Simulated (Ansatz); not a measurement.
# Pulling the pair apart

The pair of HF (SMILES F, atoms 1–2) and CH3F (SMILES CF, atoms 3–7), both closed shells, in one local arrangement (a lower one may exist), relaxed at PBE0-D4/def2-TZVP:

```json
{"atom": "F1", "x (Å)": "-0.3604", "y (Å)": "-0.2534", "z (Å)": "-2.3784"}
{"atom": "H2", "x (Å)": "0.1593", "y (Å)": "0.1162", "z (Å)": "-1.7007"}
{"atom": "C3", "x (Å)": "-0.0020", "y (Å)": "-0.0029", "z (Å)": "0.8695"}
{"atom": "F4", "x (Å)": "0.7799", "y (Å)": "0.5597", "z (Å)": "-0.1394"}
{"atom": "H5", "x (Å)": "0.6270", "y (Å)": "-0.6785", "z (Å)": "1.4487"}
{"atom": "H6", "x (Å)": "-0.8248", "y (Å)": "-0.5462", "z (Å)": "0.4045"}
{"atom": "H7", "x (Å)": "-0.3790", "y (Å)": "0.8053", "z (Å)": "1.4958"}
```

CH3F is shifted rigidly along the line between the mean atom positions of the two fragments (negative: closer). Counterpoise interaction energies in kcal/mol. Computed with Ansatz 0.2.0 (basis: def2-TZVPPD); correlated methods freeze the cores.

| shift (Å) | HF | wB97M-V | r2SCAN-D4 |
| --- | --- | --- | --- |
| -0.17 | -3.37 | -5.11 | -5.72 |
| -0.09 | -4.17 | -5.68 | -6.17 |
| 0.00 | -4.60 | -5.87 | -6.27 |
| 0.09 | -4.76 | -5.82 | -6.15 |
| 0.21 | -4.71 | -5.51 | -5.77 |
| 0.43 | -4.20 | -4.63 | -4.78 |
| 0.87 | -2.97 | -3.03 | -3.06 |
| 1.74 | -1.44 | -1.35 | -1.31 |

Q: What does CCSD(T) give at these shifts? (Judge from chemistry; the value comes from the calculation.)

A: The calculation gives: -4.46, -5.10, -5.37, -5.40, -5.19, -4.45, -2.98, -1.34 kcal/mol. For zero shift, CCSD(T) at an estimated basis limit (MP2 extrapolated from triple and quadruple zeta, plus CCSD(T) − MP2 in triple zeta) gives -5.89 kcal/mol. These are counterpoise interaction energies, counted from the two frozen fragments.

The T1 diagnostic stays at or below 0.011.

For scale, one of the runs: CCSD(T)/def2-TZVPPD, 185 basis functions, launched by `ansatz run in.yaml --threads 2 --pin off --events-out ev --progress --plain --max-ram 5222MiB`. Hardware: 2 CPU threads of an Arm Neoverse V2, shared host. Wall time 49 s; peak host memory 2 GiB.
